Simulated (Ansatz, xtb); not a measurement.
Relative energy of two structures of CH2BP

We compare a, a singlet given by its coordinates, with b, `BC#P`, a singlet. Both are isolated molecules in the gas phase, relaxed with B3LYP-D3(BJ)/def2-SVP.

a (Å):

```yaml
atoms:
  - { symbol: C, position_ang: [0.9787, -0.6422, -0.5085] }
  - { symbol: B, position_ang: [-0.1373, -1.2001, 0.2082] }
  - { symbol: P, position_ang: [-1.4711, -1.8671, 1.0649] }
  - { symbol: H, position_ang: [1.8230, -0.1571, -0.0043] }
  - { symbol: H, position_ang: [1.0524, -0.6682, -1.6022] }
```

Close contacts (Å): C1–B2 1.44, B2–P3 1.72, C1–H4 1.10, C1–H5 1.10.

b (Å):

```xyz
5

C    -1.0329    0.2882   -0.9563
B    -0.1519    0.5737    0.2309
P    -1.9458   -0.0080   -2.1862
H    -0.6356    0.6920    1.3299
H     1.0409    0.6852    0.0876
```

Q: Estimate E(b) − E(a) at the level CCSD(T)/def2-TZVPP.

A: Calculated at CCSD(T)/def2-TZVPP: E(b) − E(a) = −24.1 kcal/mol, so structure b lies lower.

Level by level:

```csv
level,geometry,E(b) − E(a) (kcal/mol),departure from the last row (kcal/mol),"job, with rough time for the two"
GFN2-xTB,GFN2-xTB,−27.2,−3.1,"optimisation, 0.62 s"
HF/STO-3G,GFN2-xTB,−38.9,−14.8,"single point, 0.66 s"
r2SCAN-D4/def2-SVP,GFN2-xTB,−21.0,+3.1,"single point, 4.4 s"
B3LYP-D3(BJ)/def2-SVP,B3LYP-D3(BJ)/def2-SVP,−22.2,+1.9,"optimisation, 26 s"
HF/def2-TZVPP,B3LYP-D3(BJ)/def2-SVP,−31.2,−7.1,part of the CCSD(T) run
MP2/def2-TZVPP,B3LYP-D3(BJ)/def2-SVP,−33.3,−9.2,part of the CCSD(T) run
CCSD(T)/def2-TZVPP,B3LYP-D3(BJ)/def2-SVP,−24.1,,"single point, 59 s"
```

None of the levels shown reverses the order. The largest departure from CCSD(T)/def2-TZVPP is that of HF/STO-3G, 14.8 kcal/mol.

With harmonic frequencies from B3LYP-D3(BJ)/def2-SVP (ideal gas, rigid rotor, one conformer each, 298.15 K, 1 atm): the zero-point term adds −1.5 kcal/mol; ΔH is −25.7 and ΔG −25.4 kcal/mol.

The T1 diagnostic of structure a is large, so the coupled-cluster value is less sure. The correlated steps freeze 7 core orbitals. Programs: Ansatz 0.2.0, xtb 6.7.1; the last row on 1 thread of AMD EPYC (Zen 3) on a shared host.
